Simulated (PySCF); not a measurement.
Bonds broken one at a time in the series SiH2Cl-X. All species are isolated molecules in the gas phase. One relaxed conformer stands for each flexible species; it need not be the lowest. Strings in code marks are SMILES.

These are PySCF 2.14.0 with B3LYP-D3(BJ)/def2-TZVP values and carry that method's errors. All candidates: neutral, multiplicity 2. B3LYP has the VWN-RPA correlation part, as in Gaussian. 

| Property | Value |
|---|---|
| highest occupied spin orbital | -6.60 eV |
| dipole moment | 0.71 D |

Task: Name which member has these values.
A) `[C]#C`
B) `[SiH2]Br`
C) `[Cl]`
D) `[CH]=C`

Result: D, `[CH]=C`. The others give `[SiH2]Br`: -6.29 eV, 1.18 D; `[C]#C`: -8.37 eV, 0.78 D; `[Cl]`: -9.27 eV, 0.00 D
